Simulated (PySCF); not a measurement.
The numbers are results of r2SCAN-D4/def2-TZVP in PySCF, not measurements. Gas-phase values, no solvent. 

Reference species (SMILES): `[SiH3]` (neutral, multiplicity 2).

The dipole moment comes out as 0.05 D.

Changed species: `[GaH2]` (radical fragment; the reference has radical fragment).

Problem. Give the shifts of the dipole moment.

Solution. the dipole moment increases by 0.20 D, to 0.25 D.
